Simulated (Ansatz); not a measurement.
Steps of a relaxation of C₃H₇ClO (`OCCCCl`) with RKS PBE-D4/def2-SVP.

```sh
$ ansatz run in.yaml --threads 4 --pin off --events-out ev --progress --plain --max-ram 10444MiB
```

```yaml
crystal:
  periodic: [false, false, false]
  atoms:
    - {symbol: O, position_ang: [-0.734200, -0.619100, 1.996200]}
    - {symbol: C, position_ang: [-0.780900, -0.054200, 0.660600]}
    - {symbol: C, position_ang: [0.590000, -0.207600, 0.070700]}
    - {symbol: C, position_ang: [0.791700, 0.187300, -1.387100]}
    - {symbol: Cl, position_ang: [0.377700, 1.894600, -1.665400]}
    - {symbol: H, position_ang: [-1.669800, -0.398300, 2.349500]}
    - {symbol: H, position_ang: [-1.484000, -0.604900, 0.073000]}
    - {symbol: H, position_ang: [-1.038500, 1.016700, 0.701400]}
    - {symbol: H, position_ang: [0.941200, -1.237500, 0.239600]}
    - {symbol: H, position_ang: [1.335900, 0.376500, 0.705900]}
    - {symbol: H, position_ang: [0.002000, -0.400600, -1.967600]}
    - {symbol: H, position_ang: [1.746000, -0.008200, -1.742900]}
basis:
  gaussian: {orbitals: def2-SVP}
hamiltonian: {xc: pbe, dispersion: d4}
relax: {f_tol: 0.03, max_steps: 200}
```

Positions (Å) and forces (eV/Å) along the path, 5 of 5 steps:

```xyz
12
step=1 energy=-17774.9662 eV
O    -0.734   -0.619    1.996   -2.078    0.879    0.060
C    -0.781   -0.054    0.661    1.067    0.064    1.580
C     0.590   -0.208    0.071    1.969    0.811    0.686
C     0.792    0.187   -1.387   -4.131   -0.795    0.898
Cl    0.378    1.895   -1.665    0.078    0.681   -0.149
H    -1.670   -0.398    2.349    1.910   -0.586   -0.391
H    -1.484   -0.605    0.073   -1.206   -0.578   -1.054
H    -1.038    1.017    0.701   -0.279    0.305   -0.182
H     0.941   -1.238    0.240   -0.108   -0.516   -0.250
H     1.336    0.377    0.706   -0.632   -0.198   -0.357
H     0.002   -0.401   -1.968    0.942    0.395    0.075
H     1.746   -0.008   -1.743    2.467   -0.461   -0.915
12
step=2 energy=-17775.2760 eV
O    -0.744   -0.593    2.007   -0.805    0.444   -0.293
C    -0.773   -0.056    0.668    0.313   -0.167    1.054
C     0.620   -0.202    0.098    0.506    0.133    0.044
C     0.741    0.177   -1.373   -0.831   -0.403    0.297
Cl    0.397    1.915   -1.655   -0.053    0.322   -0.087
H    -1.645   -0.408    2.371    0.697   -0.201   -0.115
H    -1.491   -0.615    0.045   -0.344   -0.150   -0.373
H    -1.061    1.017    0.671   -0.096    0.096   -0.106
H     0.939   -1.261    0.217   -0.056   -0.054   -0.072
H     1.340    0.391    0.723   -0.252   -0.117   -0.256
H     0.010   -0.403   -1.997    0.287    0.196    0.187
H     1.744   -0.017   -1.742    0.634   -0.099   -0.281
12
step=3 energy=-17775.3185 eV
O    -0.755   -0.574    2.017    0.133    0.108   -0.403
C    -0.775   -0.065    0.682   -0.052   -0.087    0.337
C     0.623   -0.215    0.101    0.029   -0.017   -0.075
C     0.742    0.179   -1.364    0.049   -0.163    0.072
Cl    0.382    1.925   -1.653   -0.025    0.089    0.001
H    -1.629   -0.391    2.397   -0.120    0.012    0.100
H    -1.503   -0.622    0.039   -0.007   -0.004   -0.029
H    -1.073    1.011    0.651    0.012   -0.008   -0.032
H     0.926   -1.282    0.194    0.004    0.038   -0.005
H     1.336    0.376    0.709    0.044    0.011    0.064
H     0.037   -0.398   -1.993   -0.043   -0.004   -0.056
H     1.767    0.000   -1.745   -0.023    0.024    0.025
12
step=4 energy=-17775.3223 eV
O    -0.750   -0.563    2.006   -0.017   -0.006    0.030
C    -0.777   -0.066    0.681   -0.005   -0.013    0.012
C     0.624   -0.219    0.102   -0.036   -0.009   -0.102
C     0.740    0.174   -1.361    0.105   -0.045    0.028
Cl    0.371    1.926   -1.637   -0.009    0.042   -0.019
H    -1.621   -0.380    2.398   -0.015   -0.009    0.050
H    -1.504   -0.627    0.037    0.021    0.014   -0.009
H    -1.073    1.009    0.638    0.009   -0.001   -0.028
H     0.925   -1.286    0.192    0.002    0.004    0.013
H     1.338    0.368    0.715    0.015    0.006    0.020
H     0.037   -0.398   -1.998   -0.021   -0.002   -0.007
H     1.767    0.007   -1.740   -0.050    0.019    0.012
12
step=5 energy=-17775.3230 eV
O    -0.751   -0.560    2.010   -0.018    0.003    0.009
C    -0.778   -0.069    0.683   -0.009    0.005   -0.030
C     0.622   -0.221    0.100   -0.005    0.000   -0.012
C     0.742    0.175   -1.362    0.023   -0.016    0.008
Cl    0.372    1.929   -1.638   -0.002    0.007   -0.001
H    -1.620   -0.377    2.407    0.016   -0.004    0.003
H    -1.503   -0.631    0.038    0.007    0.003    0.011
H    -1.074    1.007    0.631   -0.001   -0.001   -0.001
H     0.924   -1.288    0.190    0.006   -0.004    0.000
H     1.336    0.364    0.716    0.002   -0.003    0.000
H     0.039   -0.395   -2.002   -0.002    0.004    0.006
H     1.769    0.010   -1.740   -0.018    0.006    0.006
```

Run time 6.5 s (4 threads of an Arm Neoverse V1 on a shared host); peak host memory 0.15 GiB.
